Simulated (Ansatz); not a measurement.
Reaction: C2H6O (methoxymethane, SMILES COC) → CH3 (SMILES [CH3], doublet) + CH3O (SMILES C[O], doublet) (the C-O bond breaks)
Each species at its own B3LYP-D3(BJ)/def2-TZVP minimum (Ansatz, a first-principles code).

Quantity: bond dissociation energy (electronic), in kJ/mol. Open shells are spin-unrestricted; no spin-orbit coupling. CBS(X,Y): correlation extrapolated as X^-3, Hartree-Fock from the larger set. A bracket is a step between two methods taken in the basis named. Functionals run without relativity, which enters their misses. Double hybrids freeze cores in their MP2 part. 'core' is core correlation in cc-pwCVTZ, 'X2C' scalar relativity in cc-pVTZ-DK, both at CCSD(T).

CCSD(T)/CBS(cc-pVTZ,cc-pVQZ) + [CCSDT(Q) - CCSD(T)]/cc-pVDZ + core + X2C (Ansatz) gives 379.8 kJ/mol.

Task: What does PBE/def2-TZVPD (Ansatz) give here, and how do the other levels compare?

Result: PBE gives 363.2 kJ/mol, 16.6 kJ/mol below it. Differences of the others: B3LYP/def2-TZVPD (Ansatz) -36.0; PBE0/def2-TZVPD (Ansatz) -23.7; wB97M-V/def2-TZVPD (Ansatz) -6.8; B2PLYP/def2-TZVPD (Ansatz) -18.6; CCSD(T)/CBS(cc-pVTZ,cc-pVQZ) + core + X2C (Ansatz) -0.1 kJ/mol. Nearer than PBE: wB97M-V/def2-TZVPD, CCSD(T)/CBS(cc-pVTZ,cc-pVQZ) + core + X2C.
